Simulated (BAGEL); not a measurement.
# HF/6-31G(d) (density fitting with qzvpp-jkfit, spherical functions) run of SiN2H6 (SMILES NN[SiH3])

Aim: the vertical singlet–triplet gap of SiN2H6 at HF/6-31G* (density fitting with qzvpp-jkfit, spherical functions), from 2 runs. 

The calculation is run with BAGEL 1.2.2.

1 further run of the same task is left out (set aside as unsound or not needed).

## 1. The structure to begin with

The species is SiN2H6 (9 atoms), meant as a singlet with charge 0. SMILES: `NN[SiH3]`. Geometry: relaxed at PBE0-D4/def2-TZVP. This is one conformer, not always the lowest.

Bond lengths: N1–N2 1.407 Å, N2–Si3 1.714 Å, N1–H4 1.014 Å, N1–H5 1.013 Å, N2–H6 1.005 Å, Si3–H7 1.494 Å, Si3–H8 1.491 Å, Si3–H9 1.486 Å. Some angles: N1–N2–Si3 123.5°, N1–N2–H6 112.1°, Si3–N2–H6 123.5°, N2–N1–H4 110.8°, N2–N1–H5 110.1°, N2–Si3–H7 112.3°, N2–Si3–H8 110.9°, N2–Si3–H9 107.1°, H4–N1–H5 108.5°, H7–Si3–H8 106.4°.

## 2. A single-point energy at HF/6-31G(d) (density fitting with qzvpp-jkfit, spherical functions)

The input, job.json:

```json
{ "bagel" : [

{
  "title" : "molecule",
  "basis" : "6-31gs.json",
  "df_basis" : "qzvpp-jkfit",
  "angstrom" : true,
  "geometry" : [
    { "atom" : "N", "xyz" : [   -0.558800,    0.925000,   -1.203100 ] },
    { "atom" : "N", "xyz" : [   -0.285500,    0.708200,    0.159700 ] },
    { "atom" : "Si", "xyz" : [    0.408400,   -0.736600,    0.767500 ] },
    { "atom" : "H", "xyz" : [    0.267900,    0.761300,   -1.767500 ] },
    { "atom" : "H", "xyz" : [   -1.290500,    0.297600,   -1.515600 ] },
    { "atom" : "H", "xyz" : [   -0.377500,    1.549300,    0.701800 ] },
    { "atom" : "H", "xyz" : [    1.729200,   -1.040000,    0.139600 ] },
    { "atom" : "H", "xyz" : [   -0.469800,   -1.907300,    0.484500 ] },
    { "atom" : "H", "xyz" : [    0.576500,   -0.557300,    2.233000 ] }
  ]
},
{
  "title" : "hf"
},
{
  "title" : "print",
  "file" : "orbitals.molden",
  "orbitals" : true
}

]}
```

The basis set 6-31G* is read from a file made from the Basis Set Exchange's data (not shown).

Command:

```sh
$ BAGEL_NUM_THREADS=1 BAGEL job.json > job.out
```

Standard output:

```text
* using 1 threads per process

  ===============================================================
  ===============================================================

  *** Geometry ***

  { "atom" : "N", "xyz" : [     -1.055979,      1.747997,     -2.273530 ] },
  { "atom" : "N", "xyz" : [     -0.539517,      1.338304,      0.301789 ] },
  { "atom" : "Si", "xyz" : [      0.771764,     -1.391972,      1.450365 ] },
  { "atom" : "H", "xyz" : [      0.506258,      1.438648,     -3.340091 ] },
  { "atom" : "H", "xyz" : [     -2.438692,      0.562382,     -2.864069 ] },
  { "atom" : "H", "xyz" : [     -0.713372,      2.927753,      1.326210 ] },
  { "atom" : "H", "xyz" : [      3.267714,     -1.965315,      0.263806 ] },
  { "atom" : "H", "xyz" : [     -0.887793,     -3.604275,      0.915572 ] },
  { "atom" : "H", "xyz" : [      1.089427,     -1.053144,      4.219758 ] },

  Number of auxiliary basis functions:      390

  Since a DF basis is specified, we compute 2- and 3-index integrals:
    o Being stored without compression. Storage requirement is 0.010 GB

  Number of basis functions:       58
  Number of electrons      :       34

    * METHOD: MOLECULE                             0.11

  *** RHF ***

  === Nuclear Repulsion ===
   117.1776554890

      * DIIS with orbital gradients will be used.

  === RHF iteration (6-31gs.json) ===
      0       -401.10535756          0.02386031           0.02
      1       -401.22082192          0.01304385           0.02
      2       -401.26197081          0.00190757           0.02
      3       -401.26315182          0.00030740           0.02
      4       -401.26318384          0.00011060           0.02
      5       -401.26318896          0.00003443           0.02
      6       -401.26318981          0.00000946           0.02
      7       -401.26318990          0.00000275           0.02
      8       -401.26318991          0.00000060           0.02
      9       -401.26318991          0.00000019           0.02
     10       -401.26318991          0.00000005           0.02
     11       -401.26318991          0.00000001           0.02
     12       -401.26318991          0.00000000           0.02
    * SCF iteration converged.

    * Permanent dipole moment:
           (   -0.094623,     0.153408,     0.101185) a.u.

    * METHOD: HF                                   0.38

    * METHOD: PRINT                                0.01

  ===============================================================
```

Wall time 0.68 s (1 thread of Arm Neoverse V2, shared host).

## 3. The triplet

The input, input.json:

```json
{ "bagel": [

{
  "title": "molecule",
  "basis": "6-31gs.json",
  "df_basis": "qzvpp-jkfit",
  "angstrom": true,
  "geometry": [
    { "atom": "N", "xyz": [      -0.558800,       0.925000,      -1.203100 ] },
    { "atom": "N", "xyz": [      -0.285500,       0.708200,       0.159700 ] },
    { "atom": "Si", "xyz": [       0.408400,      -0.736600,       0.767500 ] },
    { "atom": "H", "xyz": [       0.267900,       0.761300,      -1.767500 ] },
    { "atom": "H", "xyz": [      -1.290500,       0.297600,      -1.515600 ] },
    { "atom": "H", "xyz": [      -0.377500,       1.549300,       0.701800 ] },
    { "atom": "H", "xyz": [       1.729200,      -1.040000,       0.139600 ] },
    { "atom": "H", "xyz": [      -0.469800,      -1.907300,       0.484500 ] },
    { "atom": "H", "xyz": [       0.576500,      -0.557300,       2.233000 ] }
  ]
},

{ "title": "uhf", "nopen": 2 },

{ "title": "print", "file": "orbitals.molden", "orbitals": true }

]}
```

The basis set 6-31G* is read from a file made from the Basis Set Exchange's data (not shown).

Command:

```sh
$ BAGEL_NUM_THREADS=1 BAGEL input.json > input.out
```

Standard output:

```text
* using 1 threads per process

  ===============================================================
  ===============================================================

  *** Geometry ***

  { "atom" : "N", "xyz" : [     -1.055979,      1.747997,     -2.273530 ] },
  { "atom" : "N", "xyz" : [     -0.539517,      1.338304,      0.301789 ] },
  { "atom" : "Si", "xyz" : [      0.771764,     -1.391972,      1.450365 ] },
  { "atom" : "H", "xyz" : [      0.506258,      1.438648,     -3.340091 ] },
  { "atom" : "H", "xyz" : [     -2.438692,      0.562382,     -2.864069 ] },
  { "atom" : "H", "xyz" : [     -0.713372,      2.927753,      1.326210 ] },
  { "atom" : "H", "xyz" : [      3.267714,     -1.965315,      0.263806 ] },
  { "atom" : "H", "xyz" : [     -0.887793,     -3.604275,      0.915572 ] },
  { "atom" : "H", "xyz" : [      1.089427,     -1.053144,      4.219758 ] },

  Number of auxiliary basis functions:      390

  Since a DF basis is specified, we compute 2- and 3-index integrals:
    o Being stored without compression. Storage requirement is 0.010 GB

  Number of basis functions:       58
  Number of electrons      :       34

    * METHOD: MOLECULE                             0.11

  *** Open-shell HF ***

  === Nuclear Repulsion ===
   117.1776554890

      * DIIS with orbital gradients will be used.

  === UHF iteration (6-31gs.json) ===
      0       -400.70078233          0.05456162           0.05
      1       -400.85405283          0.04779378           0.05
      2       -400.94878099          0.03099624           0.05
      3       -401.02697817          0.00457912           0.05
      4       -401.03820195          0.00176940           0.05
      5       -401.04150057          0.00088970           0.05
      6       -401.04297192          0.00056267           0.05
      7       -401.04404274          0.00040260           0.05
      8       -401.04457985          0.00024276           0.05
      9       -401.04477596          0.00012479           0.05
     10       -401.04482916          0.00006475           0.05
     11       -401.04484876          0.00002372           0.05
     12       -401.04485024          0.00001355           0.05
     13       -401.04485098          0.00000638           0.05
     14       -401.04485118          0.00000422           0.05
     15       -401.04485124          0.00000224           0.05
     16       -401.04485126          0.00000119           0.04
     17       -401.04485126          0.00000063           0.05
     18       -401.04485126          0.00000034           0.05
     19       -401.04485126          0.00000023           0.05
     20       -401.04485126          0.00000013           0.05
     21       -401.04485126          0.00000007           0.05
     22       -401.04485126          0.00000004           0.05
     23       -401.04485126          0.00000003           0.05
     24       -401.04485126          0.00000002           0.05
     25       -401.04485126          0.00000001           0.05
    * SCF iteration converged.

    * S^2 (UHF) is 2.0150

    * Permanent dipole moment:
           (    0.691433,    -1.127897,     1.061194) a.u.

    * METHOD: UHF                                  1.29

    * METHOD: PRINT                                0.01

  ===============================================================
```

It took 1.6 s on 1 thread of Arm Neoverse V2, shared host.

## 4. What came out

At HF/6-31G* (density fitting with qzvpp-jkfit, spherical functions):

```
                                        quantity          value
                           singlet: total energy  -401.26319 Eh
                          singlet: dipole moment         0.53 D
                            singlet: HOMO energy      -10.33 eV
                            singlet: LUMO energy        4.08 eV
                          singlet: HOMO–LUMO gap       14.42 eV
                           triplet: total energy  -401.04485 Eh
                          triplet: dipole moment         4.31 D
                                   triplet: ⟨S²⟩          2.015
vertical energy of the triplet above the singlet       5.941 eV
```

At this shape the triplet lies 5.94 eV (137 kcal/mol) above the singlet.
